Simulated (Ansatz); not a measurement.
## CH3, doublet in cc-pVTZ: errors against UCCSDT(Q)

Geometry: displaced at random from a stationary point.

| atom | x (Å) | y (Å) | z (Å) |
| --- | --- | --- | --- |
| C | 0.0006 | -0.0005 | 0.0060 |
| H | 1.0797 | -0.0026 | -0.0055 |
| H | -0.5044 | 0.9709 | -0.0505 |
| H | -0.5828 | -0.9624 | -0.0149 |

Basis cc-pVTZ; Ansatz 0.2.0. Correlated methods freeze the noble-gas cores, which leaves 7 electrons in 71 orbitals. R marks a restricted (for open shells ROHF) determinant, U an unrestricted one. Active spaces: valence = (7e, 7o) chosen from the atoms' valence shells.

Full CI isn't at hand for all of this; UCCSDT(Q) serves as the reference, and is uncertain by the last step of the cluster series or more. The frozen core follows each run's orbitals, which can shift R against U totals by a few meV.

* UHF ⟨S²⟩: 0.763
* T1 diagnostic (RCCSD): 0.0147
* largest doubles amplitude (RCCSD): 0.037
* T1 diagnostic (UCCSD): 0.0087

```json
{"level": "RHF", "E − E(UCCSDT(Q)) (meV)": "5156", "share of correlation (%)": "0.00", "wall time": "–"}
{"level": "UHF", "E − E(UCCSDT(Q)) (meV)": "5029", "share of correlation (%)": "2.45", "wall time": "–"}
{"level": "RMP2", "E − E(UCCSDT(Q)) (meV)": "705", "share of correlation (%)": "86.32", "wall time": "–"}
{"level": "UMP2", "E − E(UCCSDT(Q)) (meV)": "717", "share of correlation (%)": "86.10", "wall time": "–"}
{"level": "RCCSD", "E − E(UCCSDT(Q)) (meV)": "150", "share of correlation (%)": "97.09", "wall time": "–"}
{"level": "UCCSD", "E − E(UCCSDT(Q)) (meV)": "148", "share of correlation (%)": "97.13", "wall time": "–"}
{"level": "RCCSD(T)", "E − E(UCCSDT(Q)) (meV)": "17", "share of correlation (%)": "99.68", "wall time": "3 s"}
{"level": "UCCSD(T)", "E − E(UCCSDT(Q)) (meV)": "16", "share of correlation (%)": "99.68", "wall time": "2.9 s"}
{"level": "BCCD(T)", "E − E(UCCSDT(Q)) (meV)": "17", "share of correlation (%)": "99.68", "wall time": "3.9 s"}
{"level": "RCCSDT", "E − E(UCCSDT(Q)) (meV)": "4", "share of correlation (%)": "99.92", "wall time": "–"}
{"level": "UCCSDT", "E − E(UCCSDT(Q)) (meV)": "3", "share of correlation (%)": "99.94", "wall time": "–"}
{"level": "RCCSDT(Q)", "E − E(UCCSDT(Q)) (meV)": "1", "share of correlation (%)": "99.98", "wall time": "4.9 min"}
{"level": "CASSCF (valence space)", "E − E(UCCSDT(Q)) (meV)": "3491", "share of correlation (%)": "32.28", "wall time": "–"}
{"level": "NEVPT2 (valence space)", "E − E(UCCSDT(Q)) (meV)": "746", "share of correlation (%)": "85.53", "wall time": "3.7 s"}
{"level": "MRCISD (valence space)", "E − E(UCCSDT(Q)) (meV)": "162", "share of correlation (%)": "96.86", "wall time": "–"}
{"level": "MRCISD+Q (valence space)", "E − E(UCCSDT(Q)) (meV)": "22", "share of correlation (%)": "99.58", "wall time": "8.5 s"}
```

The correlation energy at UCCSDT(Q), counted from RHF, is -5.156 eV. That run took 4.6 min on 1 thread of Arm Neoverse N1, shared host.

Times hold each run's SCF and search for its determinant on a shared host, so for small cases they say little of a method's own cost; they ran on 1 thread of Arm Neoverse N1.

Natural occupations of CASSCF (valence space) about the gap: 1.981 1.977 1.976 1.000 0.026 0.020 0.020; effectively unpaired electrons, Σ n²(2−n)², 1.01.
